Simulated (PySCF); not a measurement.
## Spin–orbit doublets of 2p levels

(chloromethyl)oxirane, C₃H₅ClO.
Geometry (GFN2-xTB, Å), atoms numbered from 1 in this order:
```
atom  x, y, z in Å
Cl1    2.1281    0.4647    1.0227
C2     1.1659   -0.2214   -0.3133
C3    -0.1957    0.4228   -0.3363
C4    -1.2818   -0.0988    0.4972
O5    -1.2372   -0.3267   -0.8820
H6     1.0815   -1.2955   -0.1484
H7     1.7102   -0.0279   -1.2374
H8    -0.2001    1.4805   -0.5884
H9    -2.0612    0.5715    0.8401
H10   -1.1007   -0.9647    1.1234
```

Theory: delta-SCF UKS SCAN, pcX-2 on the ionised atom, pcseg-1 elsewhere, spin-free X2C in PySCF 2.14.0. Binding energies are ΔSCF values: E(core-ionised, relaxed orbitals) − E(ground state) at a fixed geometry, referred to the vacuum level. Spin–orbit and ligand-field terms were added within each 2p shell after the spin-free SCF. The splitting includes the ligand field, and 2p3/2 is the mean of two sublevels.

**Question.** Give the 2p3/2 and 2p1/2 binding energies and the splitting.

**Answer.** 
```json
{"atom": "Cl1", "environment": "alkyl chlorine", "2p3/2 (eV)": "206.16", "2p1/2 (eV)": "207.82", "splitting (eV)": "1.66", "mean of the shell (eV)": "206.71"}
```

**Question.** What are the 1s binding energies of the same atoms?

**Answer.** Cl1 2828.76 eV.

**Question.** Which Kα1 and Kα2 emission energies and wavelengths follow?

**Answer.** The photon carries the difference of the 1s-hole and 2p-hole states, both at the ground state's geometry; λ = 12398.42 eV Å/E.

```
atom  Kα1 (eV)  Kα2 (eV)  λ(Kα1) (Å)  λ(Kα2) (Å)
 Cl1   2622.60   2620.94      4.7275      4.7305
```

**Question.** And the 1s levels of the other atoms?

**Answer.** C4 (sp3 carbon bound to oxygen) 292.52 eV; C2 (sp3 C–Cl carbon) 292.62 eV; C3 (sp3 carbon bound to oxygen) 292.73 eV; O5 (epoxide oxygen) 538.97 eV.

One conformer (not necessarily the lowest) at the GFN2-xTB geometry, without solvent, vibrations or thermal averaging.
